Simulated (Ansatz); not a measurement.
# S–B–SH, singlet: reading a ladder of total energies

Geometry: a PBE0/def2-TZVP stationary point for this spin, not checked as a minimum.

```xyz
4

S     0.0000   -0.2901    2.1210
B     0.0000   -0.2975    0.5119
S     0.0000   -0.3755   -1.2439
H     0.0000    0.9631   -1.3890
```

Basis cc-pVDZ; Ansatz 0.2.0. Only valence electrons are correlated (noble-gas cores frozen), which leaves 16 electrons in 44 orbitals. Prefix R: restricted or restricted open-shell reference.

Full CI isn't at hand for all of this; RCCSDT(Q) serves as the reference, and is uncertain by about the last step of the cluster series.

Runs differ by some tens of microhartree through their thresholds, so steps under 0.03 kcal/mol mean nothing.

```
    level  total energy (hartree)
      RHF             -820.382684
     RMP2             -820.720000
    RCCSD             -820.748975
 RCCSD(T)             -820.764062
   RCCSDT             -820.765083
RCCSDT(Q)             -820.766184
```

What is the correlation energy at RCCSDT(Q), and what share of it do RMP2 and RCCSDT recover?

E(corr) = -820.766184 − (-820.382684) = -0.383500 hartree = -10.436 eV. RMP2: -0.337316 / -0.383500 = 87.96 %. RCCSDT: -0.382399 / -0.383500 = 99.71 %.

By how many kcal/mol does RCCSD(T) miss RCCSDT(Q) (1 hartree = 627.509 kcal/mol), and which steps make up the rest?

-820.764062 − (-820.766184) = 0.002122 hartree = 1.33 kcal/mol. Steps: RCCSDT − RCCSD(T) = -0.64, RCCSDT(Q) − RCCSDT = -0.69 kcal/mol. Differences between like states or geometries often cancel part of this.
